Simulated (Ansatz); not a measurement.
`O=[Si]`. Total charge 0; spin multiplicity 1.

Z-matrix (Å, degrees):
```
O
Si 1 1.509
```

Give the diagnostics of a CCSD(T)/def2-TZVPP run (frozen core, Ansatz 0.2.0). (Best estimate.)

Ansatz gave: T1 = 0.0264, largest single amplitude 0.051, largest double 0.067, (T) share of the correlation energy 4.9 %, 11 CCSD cycles. The RHF solution is stable towards an unrestricted one. T1 lies over the customary mark of 0.02 for closed shells.
